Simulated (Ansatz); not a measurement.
Dielectric constant ε0 (ions relaxed) of solids drawn from the class of tetrahedrally bonded semiconductors and semimetals, at two levels: PBE (Ansatz, a quantum-chemistry and plane-wave program, plane waves, PAW), and LDA (plane waves, PAW; Ansatz).

```
solid                                PBE   LDA  shift (%)
----------------------------------  ----  ----  ---------
2H-SiC                              10.6  10.5       -0.9
wurtzite BN (high-pressure phase)   6.89  6.67       -3.2
cubic BN                            6.97  6.74       -3.3
zinc-blende AlP                     10.4  10.5       +1.0
zinc-blende AgI (metastable phase)  7.50  7.26       -3.2
zinc-blende ZnS                     9.38  8.81       -6.1
zinc-blende CuI                     8.07  7.71       -4.5
```

The shifts run from -6.1 % to +1.0 %, with a median of -3.2 %.

Of 7 rows, LDA is the larger in 1 and the smaller in 6.

Ansatz's runs of these crystals have no spin polarisation.

Spin–orbit coupling is left out, also for the solids with elements from indium on (zinc-blende AgI, zinc-blende CuI); its size isn't shown.

Each level is taken at its own relaxed cell. Ansatz's density-functional and Hartree–Fock values are scalar-relativistic unless marked +SOC, with PAW data made under PBE.
